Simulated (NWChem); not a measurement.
Species: acetylene (C₂H₂); SMILES C#C

```xyz
4

C      0.0000     0.0000    -0.6043
C      0.0000     0.0000     0.6043
H      0.0000     0.0000    -1.6792
H      0.0000     0.0000     1.6792
```
Atoms are numbered in this order, from 1.

Computed with NWChem. Pople sets run with spherical d functions. Structure relaxed at the PBE0/def2-SVP level. Total energies compare along this basis series because the functional is fixed.

| level | basis functions | energy (Ha) | highest occupied level (eV) | orbital gap (eV) |
|---|---|---|---|---|
| B3LYP/STO-3G | 12 | -76.3559 | -6.23 | 10.92 |
| B3LYP/3-21G | 22 | -76.9069 | -7.87 | 9.37 |
| B3LYP/6-31G* | 32 | -77.3237 | -7.65 | 9.06 |
| B3LYP/6-31+G* | 40 | -77.3313 | -8.06 | 8.46 |
| B3LYP/def2-SVP | 38 | -77.2727 | -7.97 | 8.94 |
| B3LYP/def2-SVPD | 56 | -77.2770 | -8.12 | 8.63 |
| B3LYP/def2-TZVP | 74 | -77.3640 | -8.13 | 8.64 |
| B3LYP/6-311++G** | 58 | -77.3563 | -8.16 | 8.27 |
